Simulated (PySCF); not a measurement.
dimethylamine (C₂H₇N), SMILES CNC. Geometry: PBE-D3(BJ)/def2-TZVP.

Computed equilibrium geometry at PBE-D3(BJ)/def2-TZVP (PySCF confirms it by a frequency run) as Cartesian coordinates in Å, and its point group:
point group Cs.
```xyz
10

C      0.0203     0.2231     1.2109
N     -0.1498    -0.5680     0.0000
C      0.0203     0.2231    -1.2109
H      0.9825     0.7793     1.2607
H     -0.7906     0.9656     1.2777
H     -0.0499    -0.4268     2.0944
H      0.5211    -1.3377     0.0000
H      0.9825     0.7793    -1.2607
H     -0.0499    -0.4268    -2.0944
H     -0.7906     0.9656    -1.2777
```
